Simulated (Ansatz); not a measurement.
Start from `[SiH3]OP` and change one atom or group to get `[AlH2][O]P`.

Ansatz, PBE0-D4/def2-TZVP geometries, multiplicity 1. Each molecule was computed in one conformer, which needn't be the lowest.

| property | `[SiH3]OP` |
| --- | --- |
| HOMO–LUMO gap (ωB97M-V/def2-TZVPP) / eV | 10.75 |
| HOMO–LUMO gap (PBE0/def2-TZVPP) / eV | 6.68 |
| size of the dipole moment (B3LYP/def2-TZVPP) / D | 0.13 |
| HOMO energy (PBE/def2-TZVPP) / eV | -6.04 |
| HOMO–LUMO gap (PBE/def2-TZVPP) / eV | 4.52 |
| LUMO energy (PBE0/def2-TZVPP) / eV | -0.58 |

Q: Give the same properties after the change, and the shifts. (Estimate.)

A: Ansatz gave: 
```tsv
property	`[AlH2][O]P`	shift
HOMO–LUMO gap (ωB97M-V/def2-TZVPP) / eV	9.48	-1.27
HOMO–LUMO gap (PBE0/def2-TZVPP) / eV	5.68	-1.00
size of the dipole moment (B3LYP/def2-TZVPP) / D	0.83	0.70
HOMO energy (PBE/def2-TZVPP) / eV	-5.75	0.29
HOMO–LUMO gap (PBE/def2-TZVPP) / eV	3.74	-0.78
LUMO energy (PBE0/def2-TZVPP) / eV	-1.24	-0.66
```

With PBE0 the HOMO rises by 0.35 eV and the LUMO falls by 0.66 eV, so the gap narrows by about 1.01 eV. PBE moves the HOMO by 0.29 eV and ωB97M-V by 0.37 eV. The zero-point energy changes by -31.3 kJ/mol with -3 modes. Dipoles are sizes alone; their direction can turn.

B3LYP here is the variant with VWN-RPA as its local correlation; programs differ in this.
